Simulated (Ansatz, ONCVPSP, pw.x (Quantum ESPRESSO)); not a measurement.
## What a changed setting does to a pw.x run (fcc Al)

Potential: optimised norm-conserving Vanderbilt (ONCV), ONCVPSP 4.0.1.1 (patched build), PBEsol; core [Ne], reference 3s2 3p1; waves: 3s: rc 2.25 bohr, ncon 4, nbas 7, qcut 2.4 1/bohr, 1 projector; 3p: rc 2.35 bohr, ncon 5, nbas 8, qcut 4.1 1/bohr, 2 projectors, debl 1 Ha; d scattering state at 0.39 Ha: rc 2.35 bohr, ncon 4, nbas 9, qcut 4 1/bohr, 2 projectors, debl 3.4 Ha; local part: polynomial inside 1.70 bohr (lpopt 5, dvloc0 0 Ha); core correction: none.

The reference run (k-mesh 14³, cutoffs 55/220 Ry, Fermi–Dirac 0.01 Ry, mixing_beta 0.4, conv_thr 1e-9, no spin) gives -0.31 GPa at 16.207 Å³/atom, where all-electron LAPW gives -0.16 GPa. This run, with its own iteration cap, changes mixing_ndim to 16.

```
&control
  calculation='scf', prefix='x', pseudo_dir='./', outdir='./tmp', tstress=.true., disk_io='none'
/
&system
  ibrav=0, nat=1, ntyp=1, ecutwfc=55, ecutrho=220, nbnd=8,
  occupations='smearing', smearing='fd', degauss=0.01
/
&electrons
  conv_thr=1e-09, mixing_beta=0.4, electron_maxstep=50, mixing_ndim=16
/
ATOMIC_SPECIES
Al 1.0 Al.UPF
CELL_PARAMETERS angstrom
  0.00000000 2.00858807 2.00858807
  2.00858807 0.00000000 2.00858807
  2.00858807 2.00858807 0.00000000
ATOMIC_POSITIONS crystal
Al 0.0000 0.0000 0.0000
K_POINTS automatic
14 14 14 0 0 0
```

```bash
pw.x < Al.scf.in > Al.scf.out
```

How does the run end?

It converges in 6 iterations; the free energy moves by +0.0 meV/atom and the pressure by +0.00 GPa. The result is that of the reference run.

```
Message from routine setup:
     using ibrav=0 with symmetry is DISCOURAGED, use correct ibrav instead
     lattice parameter (alat)  =       5.3679  a.u.
     unit-cell volume          =     109.3703 (a.u.)^3
     number of electrons       =         3.00
     number of Kohn-Sham states=            8
     kinetic-energy cutoff     =      55.0000  Ry
     charge density cutoff     =     220.0000  Ry
     scf convergence threshold =      1.0E-09
     Exchange-correlation= PBESOL
     number of k points=   104  Fermi-Dirac smearing, width (Ry)=  0.0100
     iteration #  1     ecut=    55.00 Ry     beta= 0.40
     total energy              =      -4.16940737 Ry
     estimated scf accuracy    <       0.00613064 Ry
     iteration #  2     ecut=    55.00 Ry     beta= 0.40
     total energy              =      -4.16907568 Ry
     estimated scf accuracy    <       0.00203679 Ry
     iteration #  3     ecut=    55.00 Ry     beta= 0.40
     total energy              =      -4.16910711 Ry
     estimated scf accuracy    <       0.00000227 Ry
     iteration #  4     ecut=    55.00 Ry     beta= 0.40
     total energy              =      -4.16910795 Ry
     estimated scf accuracy    <       0.00000031 Ry
     iteration #  5     ecut=    55.00 Ry     beta= 0.40
     total energy              =      -4.16910798 Ry
     estimated scf accuracy    <       0.00000002 Ry
     iteration #  6     ecut=    55.00 Ry     beta= 0.40
     the Fermi energy is     8.0256 ev
!    total energy              =      -4.16910798 Ry
     estimated scf accuracy    <          6.9E-10 Ry
     smearing contrib. (-TS)   =      -0.00203976 Ry
     The total energy is F=E-TS. E is the sum of the following terms:
     one-electron contribution =       2.87060216 Ry
     hartree contribution      =       0.00668890 Ry
     xc contribution           =      -1.60873984 Ry
     ewald contribution        =      -5.43561945 Ry
     convergence has been achieved in   6 iterations
          total   stress  (Ry/bohr**3)                   (kbar)     P=       -3.10
     Message from routine punch:
     Nothing written, as per user request (disk_io='none')
```

The run took about 5.7 s on one core of a shared host (Neoverse-V1, 32 threads, 247 GiB, load 33).
